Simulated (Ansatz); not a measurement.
One change: `FCSCS` becomes `FCS`.

Ansatz, PBE0-D4/def2-TZVP geometries, multiplicity 1. Each molecule was computed in one conformer, which needn't be the lowest.

```tsv
property	`FCSCS`
HOMO–LUMO gap (PBE/def2-TZVPP) / eV	4.72
HOMO–LUMO gap (B3LYP/def2-TZVPP) / eV	6.40
LUMO energy (PBE0/def2-TZVPP) / eV	-0.11
HOMO energy (B3LYP/def2-TZVPP) / eV	-6.78
LUMO energy (PBE/def2-TZVPP) / eV	-1.08
size of the dipole moment (PBE/def2-TZVPP) / D	1.24
```

(1) Give the same properties after the change, and the shifts. (Estimate.)

Answers

(1) Ansatz gave: 
```csv
property,`FCS`,shift
HOMO–LUMO gap (PBE/def2-TZVPP) / eV,5.57,0.85
HOMO–LUMO gap (B3LYP/def2-TZVPP) / eV,7.24,0.84
LUMO energy (PBE0/def2-TZVPP) / eV,0.22,0.33
HOMO energy (B3LYP/def2-TZVPP) / eV,-7.33,-0.55
LUMO energy (PBE/def2-TZVPP) / eV,-0.72,0.36
size of the dipole moment (PBE/def2-TZVPP) / D,1.49,0.25
```

With PBE0 the HOMO falls by 0.56 eV and the LUMO rises by 0.33 eV, so the gap widens by about 0.89 eV. PBE moves the HOMO by -0.49 eV and ωB97M-V by -0.62 eV. The zero-point energy changes by -77.8 kJ/mol with -12 modes. Dipoles are sizes alone; their direction can turn.

B3LYP here is the variant with VWN-RPA as its local correlation; programs differ in this.
